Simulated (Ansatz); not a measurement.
Born–Oppenheimer molecular dynamics of FHMgS (4 atoms, charge 0, multiplicity 1). It goes on from the last frame of an earlier run, with new velocities.

All numbers below come from RKS revPBE-D4/def2-SVP in Ansatz 0.2.0.

```json
{
  "ensemble": "NVT, Langevin thermostat",
  "time step": "1 fs",
  "steps asked": "166",
  "set temperature": "400 K",
  "friction": "0.5 /fs",
  "seed": "938549"
}
```

Frames 2 fs apart, positions in Å.

Velocities at 70.0 fs (Å/ps):

```
F 4.14 -0.17 2.63
Mg -2.25 -2.40 -3.93
S -2.86 -1.96 -0.64
H -34.19 10.12 33.28
```

```xyz
4
Properties=species:S:1:pos:R:3 time_fs=70.0 energy_less_start_eV=-0.060 T=390
F -1.080 0.405 2.140
Mg -0.685 0.243 0.418
S 0.363 0.015 -1.591
H 1.588 -0.168 -1.011
4
Properties=species:S:1:pos:R:3 time_fs=72.0 energy_less_start_eV=-0.056 T=458
F -1.071 0.406 2.147
Mg -0.686 0.234 0.410
S 0.363 0.009 -1.589
H 1.564 -0.156 -0.958
4
Properties=species:S:1:pos:R:3 time_fs=74.0 energy_less_start_eV=-0.033 T=378
F -1.084 0.409 2.158
Mg -0.684 0.228 0.404
S 0.364 0.005 -1.592
H 1.600 -0.152 -0.947
4
Properties=species:S:1:pos:R:3 time_fs=76.0 energy_less_start_eV=-0.002 T=243
F -1.097 0.409 2.167
Mg -0.684 0.226 0.400
S 0.370 0.006 -1.597
H 1.641 -0.133 -0.971
4
Properties=species:S:1:pos:R:3 time_fs=78.0 energy_less_start_eV=-0.027 T=486
F -1.113 0.415 2.173
Mg -0.691 0.232 0.401
S 0.371 0.007 -1.603
H 1.621 -0.135 -0.994
4
Properties=species:S:1:pos:R:3 time_fs=80.0 energy_less_start_eV=-0.054 T=311
F -1.131 0.418 2.168
Mg -0.699 0.242 0.409
S 0.372 0.001 -1.604
H 1.594 -0.146 -1.016
4
Properties=species:S:1:pos:R:3 time_fs=82.0 energy_less_start_eV=-0.047 T=201
F -1.137 0.422 2.167
Mg -0.709 0.244 0.412
S 0.372 0.003 -1.600
H 1.591 -0.173 -1.056
4
Properties=species:S:1:pos:R:3 time_fs=84.0 energy_less_start_eV=-0.032 T=270
F -1.136 0.420 2.173
Mg -0.719 0.244 0.418
S 0.371 0.000 -1.600
H 1.649 -0.217 -1.077
4
Properties=species:S:1:pos:R:3 time_fs=86.0 energy_less_start_eV=-0.017 T=514
F -1.120 0.412 2.174
Mg -0.717 0.244 0.410
S 0.370 0.000 -1.605
H 1.650 -0.264 -1.081
4
Properties=species:S:1:pos:R:3 time_fs=88.0 energy_less_start_eV=-0.002 T=364
F -1.110 0.395 2.170
Mg -0.714 0.244 0.406
S 0.370 0.001 -1.613
H 1.649 -0.310 -1.063
4
Properties=species:S:1:pos:R:3 time_fs=90.0 energy_less_start_eV=-0.005 T=569
F -1.103 0.388 2.159
Mg -0.718 0.249 0.407
S 0.377 0.003 -1.609
H 1.642 -0.340 -1.038
4
Properties=species:S:1:pos:R:3 time_fs=92.0 energy_less_start_eV=-0.047 T=238
F -1.109 0.383 2.143
Mg -0.722 0.253 0.412
S 0.384 0.003 -1.602
H 1.611 -0.315 -1.015
```

Of the whole run (166 fs, mean temperature of the second half 416 K): A run of 0.17 ps of so small a system gives no equilibrium averages. The friction is so strong that the motion is overdamped, so the time scale means little.

Time of the run: 82 s on 1 thread of Intel(R) Xeon(R) Platinum 8488C (Sapphire Rapids), on a shared host, peak memory 0.13 GiB.
